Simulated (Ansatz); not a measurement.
Born–Oppenheimer molecular dynamics of F2H2Si (5 atoms, charge 0, multiplicity 1). It starts at the highest image of a converged band. Of that band: Neighbouring images differ by up to 1.8 eV, so the band resolves the path poorly. A vibrational analysis at the climbing image gives one clearly imaginary mode, 1215i cm⁻¹: a first-order saddle point.

The calculation used RKS B3LYP-D4/def2-SVP (Ansatz).

```json
{
 "ensemble": "NVE (velocity Verlet)",
 "time step": "0.5 fs",
 "steps asked": "200",
 "starting velocities drawn for": "100 K",
 "seed": "10782"
}
```

First frame:

```xyz
5
Properties=species:S:1:pos:R:3
Si 0.199 -0.054 -0.394
F 0.921 0.020 1.424
H 1.612 0.050 0.492
F -0.755 1.267 -0.433
H -0.795 -1.177 -0.252
```

Q: How far do the bonds stretch over the last three quarters of this one trajectory? (Pairs bonded in most of those frames.)

A: 
| bond | mean (Å) | spread (Å) | shortest | longest |
| --- | --- | --- | --- | --- |
| Si1–F2 | 1.691 | 0.155 | 1.45 | 1.88 |
| Si1–H3 | 1.594 | 0.196 | 1.27 | 1.97 |
| Si1–F4 | 1.627 | 0.042 | 1.55 | 1.69 |
| Si1–H5 | 1.557 | 0.107 | 1.34 | 1.76 |

Mean temperature of the second half: 4136 K. The conserved energy stayed within 1.7 meV per atom of its start (net change -0.055 meV per atom), so the integration is sound. The kinetic energy rose, since the run started high on the potential surface and went downhill. A run of 0.1 ps of so small a system gives no equilibrium averages. The orbitals stay closed-shell, which can raise the energy where a bond breaks towards radicals; this wasn't checked here.

Run time: 3.2 min on 1 thread of Arm Neoverse V2 (shared host), peak memory 0.099 GiB.
